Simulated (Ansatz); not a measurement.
A nudged elastic band was laid between two geometries of BH5NSi (8 atoms, charge 0, multiplicity 2).

These are results of UKS BHLYP/def2-SVP in Ansatz, not measurements.

```json
{"movable images": "5", "climbing image": "yes", "spring": "2.0 to 10.0 eV/Å², energy-weighted", "optimiser": "quadratic models (default)", "start path": "through a guess of the saddle point", "force threshold": "0.03 eV/Å", "iteration limit": "60", "end points": "relaxed"}
```

Initial state:

```xyz
8
Properties=species:S:1:pos:R:3
B -0.463 1.048 -0.718
N -0.281 0.253 0.420
Si 0.259 -1.413 0.479
H -0.185 0.601 -1.798
H -0.894 2.163 -0.604
H -0.549 0.665 1.302
H 1.004 -1.710 -0.766
H 1.108 -1.607 1.684
```

Final state:

```xyz
8
Properties=species:S:1:pos:R:3
B -0.333 1.346 -1.045
N -0.072 0.321 -0.209
Si 0.257 -1.023 0.817
H -0.322 1.166 -2.239
H -0.576 2.441 -0.599
H -0.854 -1.224 1.772
H 0.385 -2.208 -0.062
H 1.515 -0.820 1.566
```

(1) Which bonds break or form, and what moves?

(2) Give the energies along the band, and the barrier.

(3) What is the geometry of the highest image?

## Answers

(1) Bonds broken: N2–H6. Bonds formed: Si3–H6.

(2) The run converged. The highest image is number 3 of 0 to 6, 2.43 eV above the first end and 1.94 eV above the last; the last end lies 0.49 eV above the first. Neighbouring images differ by up to 1.3 eV, so the band resolves the path poorly. Another band between the same ends (5 images) ends at a top of the same energy, where a vibrational analysis finds 1 clearly imaginary mode.

```
image  path coordinate (Å)  energy (eV)  N2–H6 (Å)  Si3–H6 (Å)
    0                 0.00         0.00       1.01        2.38
    1                 1.99         0.23       1.01        2.28
    2                 2.87         1.10       1.05        1.86
    3                 3.27         2.43       1.41        1.59
    4                 3.62         1.52       1.84        1.50
    5                 4.20         0.60       2.38        1.48
    6                 5.65         0.49       2.63        1.48
```

(3) 
```xyz
8
Properties=species:S:1:pos:R:3
B -0.323 1.306 -0.856
N -0.009 0.161 -0.161
Si 0.337 -1.218 0.763
H 0.350 1.598 -1.812
H -1.245 2.005 -0.528
H -0.815 -0.146 0.960
H 0.108 -2.519 0.102
H 1.597 -1.188 1.532
```

The run took 2.7 min on 2 threads of Intel(R) Xeon(R) Platinum 8488C (Sapphire Rapids), with other jobs on the host, peak memory 0.19 GiB.
